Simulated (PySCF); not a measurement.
## AlC: frontier orbitals

MN15 at R = 1.969 Å; basis Al x2c-TZVPPall, C x2c-TZVPPall; spin-free X2C with a Gaussian nucleus; PySCF 2.14. State: ⁴Σ⁻ (quartet), unpaired electrons σ ↑, π ↑↑. Only the outer orbitals are listed, counted within each symmetry.

```
spin  orbital  occ.  ε (eV)  on Al (%)           main shells (%)
   α       5σ     1  -17.48         19           79 C s, 10 Al s
   α       6σ     1   -9.87         44   45 C p, 43 Al s, 11 C s
   α       2π     1   -7.70         19           81 C p, 14 Al p
   α       2π     1   -7.70         19           81 C p, 14 Al p
   α       7σ     1   -6.78         69  42 Al s, 30 C p, 26 Al p
   α       3π     0   -0.87         90            88 Al p, 9 C p
   α       3π     0   -0.87         90            88 Al p, 9 C p
   β       5σ     1  -14.16         24           73 C s, 16 Al s
   β       6σ     1   -7.89         83           75 Al s, 13 C s
   β       2π     0   -2.10         62           61 Al p, 37 C p
   β       2π     0   -2.10         62           61 Al p, 37 C p
   β       7σ     0   -1.82         36           56 C p, 28 Al p
```

Q: Which are the highest filled and the lowest empty level, where do they sit, and how wide is the gap?

A: Highest filled α 7σ at -6.78 eV (in %: 42 Al s, 30 C p, 26 Al p); lowest empty β 2π at -2.10 eV (in %: 61 Al p, 37 C p); the gap at MN15 is 4.68 eV.

The bond order (Mayer) is 1.29 and the ⟨S²⟩ is 3.753. The charge on Al (Mulliken, basis-dependent) is 0.24, the charge on Al (Löwdin, basis-dependent) is 0.17 and the dipole moment (positive dipole means Al(−)C(+)) is -1.87 D.

The state was picked by a PBE0 search and need not be the measured ground state.
